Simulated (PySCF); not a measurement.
# Silicon: a sound run and one with changed settings

Sound run: Si [Ne] 3s2 3p2, Si⁺ [Ne] 3s2 3p1. Calculation: PySCF 2.14, in x2c-SVPall; scalar relativity by spin-free X2C-1e. The sound run starts from symmetry-adapted Hartree-Fock orbitals and uses a fine grid where one is needed.

A second run was set up differently.

```json
{"species": "Si", "method": "UHF", "sound run (hartree)": "-289.34811", "changed run (hartree)": "-289.34811", "converged": "yes"}
{"species": "Si", "method": "MN15", "sound run (hartree)": "-289.81532", "changed run (hartree)": "-289.81495", "converged": "yes"}
{"species": "Si", "method": "PBE", "sound run (hartree)": "-289.72603", "changed run (hartree)": "-289.72600", "converged": "yes"}
{"species": "Si⁺", "method": "UHF", "sound run (hartree)": "-289.06759", "changed run (hartree)": "-289.06759", "converged": "yes"}
{"species": "Si⁺", "method": "MN15", "sound run (hartree)": "-289.51934", "changed run (hartree)": "-289.51860", "converged": "yes"}
{"species": "Si⁺", "method": "PBE", "sound run (hartree)": "-289.42602", "changed run (hartree)": "-289.42597", "converged": "yes"}
```

Ionisation energy of Si:

```json
{"method": "UHF", "sound run (eV)": "7.633", "changed run (eV)": "7.633"}
{"method": "MN15", "sound run (eV)": "8.054", "changed run (eV)": "8.064"}
{"method": "PBE", "sound run (eV)": "8.164", "changed run (eV)": "8.164"}
```

Question: What was changed?
A. a valence shell is frozen
B. all electrons correlated in a valence basis
C. angular grid far too coarse
D. too few SCF iterations

Answer: C. It used 26 angular points. A coarse angular grid integrates products of high-l functions wrongly, so density functionals can shift, and the SCF can exploit the error; Hartree-Fock and MP2 need no grid.
